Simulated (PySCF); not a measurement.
cyclobutane (C4H8), SMILES C1CCC1.

Geometry optimised at PBE0-D3(BJ)/def2-SVP.

Two levels are set side by side: TDA-PBE/def2-SVPD (PySCF) and TDA-ωB97X/def2-SVPD (PySCF). Vertical, same geometry. The lowest singlet is HOMO→LUMO 100 % with PBE and HOMO−1→LUMO 93 % with the other functional; states are paired by order. Differences are taken from unrounded values.

```csv
quantity,TDA-PBE
lowest singlet excitation (eV),7.55
lowest triplet excitation (TDA) (eV),7.37
```

**Question.** These are the TDA-PBE values. What does TDA-ωB97X give? (Estimate from the structure and the level; the computed values follow.)

**Answer.** 
| quantity | TDA-ωB97X | TDA-PBE minus TDA-ωB97X |
|---|---|---|
| lowest singlet excitation (eV) | 9.04 | -1.49 |
| lowest triplet excitation (TDA) (eV) | 8.82 | -1.45 |

Functionals without exact exchange tend to place singlet excitations lower, as here. Differences between two approximate levels are no errors against the true value.

Rough cost on one machine, each run with all the roots and properties that it gave: TDA-ωB97X against TDA-PBE about 3 times.
